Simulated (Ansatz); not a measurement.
# AlH5OSi: the cost of one run

All numbers are computed with Ansatz 0.2.0 through its Python package. Level of theory: PBE0/aug-cc-pVDZ.

## 1. Starting point

Bond lengths: O1–Al2 1.786 Å, Al2–Si3 2.336 Å, O1–H4 0.983 Å, Al2–H5 1.600 Å, Si3–H6 1.499 Å, Si3–H7 1.504 Å, Si3–H8 1.416 Å. Angles: O1–Al2–Si3 118.0°, O1–Al2–H5 121.5°, Si3–Al2–H5 120.5°, Al2–O1–H4 103.3°, Al2–Si3–H6 109.2°, Al2–Si3–H7 110.3°, Al2–Si3–H8 111.9°, H6–Si3–H7 106.6°, H6–Si3–H8 109.4°, H7–Si3–H8 109.3°.

No structure file is read: the coordinates are typed or built in the script.

## 2. The script

Input file alh5osi.py:

```python
"""Response of AlH5OSi to a pair of distant point charges."""

import ansatz
import numpy as np


def main() -> None:
    geometry_ang = [
        ("O", (-2.0732, 0.7098, -0.6992)),
        ("Al", (-0.3342, 0.9329, -0.36)),
        ("Si", (0.8131, -0.8171, 0.6793)),
        ("H", (-2.082, 0.3602, -1.6174)),
        ("H", (0.4354, 2.2693, -0.788)),
        ("H", (1.4158, -0.3197, 1.9583)),
        ("H", (1.9552, -1.2779, -0.1846)),
        ("H", (-0.0379, -1.9147, 0.9558)),
    ]
    system = ansatz.Crystal.molecule()
    for symbol, xyz in geometry_ang:
        system = system.atom(symbol, xyz)

    calculation = (
        system.calculation()
        .basis(gaussian="aug-cc-pVDZ")
        .functional("PBE0")
        .forces()
    )
    # charges +q and -q at -R and +R make a nearly even field 2 k q / R^2 at the centre
    centre = np.mean([site.position_ang for site in system.cartesian_sites], axis=0)
    field = 2 * 14.399645 * 4.0 / 30.0 ** 2


    def dipole(axis, sign):
        arm = 30.0 * np.eye(3)[axis]
        pair = [{"charge": sign * 4.0, "position_ang": (centre - arm).tolist()}, {"charge": -sign * 4.0, "position_ang": (centre + arm).tolist()}]
        deck = calculation.input().set(ansatz.key.basis.gaussian.point_charges, pair)
        return np.array(ansatz.Session.from_dict(deck).plan().execute().report["charge_distribution"]["dipole_moment_e_ang"])


    print(f"field {field:.4f} V/A")
    alpha = np.array([(dipole(axis, 1) - dipole(axis, -1)) / (2 * field) * 14.399645 for axis in range(3)])
    print("polarisability tensor (A^3)")
    print(np.array2string(alpha, precision=3, suppress_small=True))
    print(f"mean {np.trace(alpha) / 3:.3f} A^3 = {np.trace(alpha) / 3 / 0.14818471:.2f} bohr^3")


if __name__ == "__main__":
    main()
```

## 3. Running it

Started as:

```
$ python alh5osi.py
```

Q: Estimate wall time and peak memory on 1 thread of Intel Xeon 6975P-C (Granite Rapids), shared host.

About 19 s, with a peak of 0.33 GiB.
